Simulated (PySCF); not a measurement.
Work out the structure from these simulated measurements.

Formula: C3N; charge -1.

| Quantity | Value |
| --- | --- |
| UV, first state | lowest singlet excitation: 4.67 eV (265 nm, f = 0.000) [TDDFT wB97X-D/def2-SVPD] |
| NMR, other nuclei | isotropic shieldings of nuclei other than C and H, by class: 39 (1 N) ppm [GIAO PBE0/pcSseg-1] |
| UV, strongest line | among the 6 lowest singlet transitions: S4/S5 at 5.97 eV (208 nm, f = 0.064 summed over these states) [TDDFT wB97X-D/def2-SVPD] |
| 13C NMR | chemical shifts (computed TMS as zero) by class: 218.3 (1 C), 111.2 (1 C), 82.8 (1 C) ppm [GIAO PBE0/pcSseg-1] |
| Rotational structure | rotational constant B (linear): 4.831 GHz [PBE0-D3(BJ)/def2-SVP] |
| Polarisability | 50.3 au [wB97X-D/def2-SVPD] |
| Couplings | largest of the computed one-bond spin–spin couplings (means over like bonds): 13C–13C +132.9, 13C–13C +53.9, 15N–13C -21.6 Hz [B3LYP/pcJ-1] |

Electronic properties: PySCF, gas phase, density fitting. Levels stand in brackets. Isolated species at its PBE0-D3(BJ)/def2-SVP geometry, gas phase. The geometry's basis has no diffuse functions, a weakness for an anion. No diffuse functions stand in pcJ-1 and pcSseg-1, which bears on an anion's orbital energies. NMR classes are plain means over equivalent atoms (diastereotopic ones count apart unless rotation or inversion swaps them), as if these changed places fast.

Task: Propose a structure and show how it fits.

Result: Numbering: `[C-:1]#[C:2][C:3]#[N:4]`. 3 carbons fall into 3 classes; from least to most shielded: carbon bonded to C [C1] (218.3 ppm), nitrile carbon [C3] (111.2 ppm), carbon bonded to 2 C [C2] (82.8 ppm). The other shieldings belong to: 39 ppm, nitrile nitrogen [N4]. The couplings run between: +132.9 Hz, carbon bonded to 2 C [C2] and nitrile carbon [C3]; +53.9 Hz, carbon bonded to C [C1] and carbon bonded to 2 C [C2]; -21.6 Hz, nitrile nitrogen [N4] and nitrile carbon [C3]. The optimised geometry has point group C∞v and is a linear rotor. Structure: cyanoethynyl anion (`[C-]#CC#N`). The assignments are read from this structure; whether some other isomer fits the data as well wasn't checked.
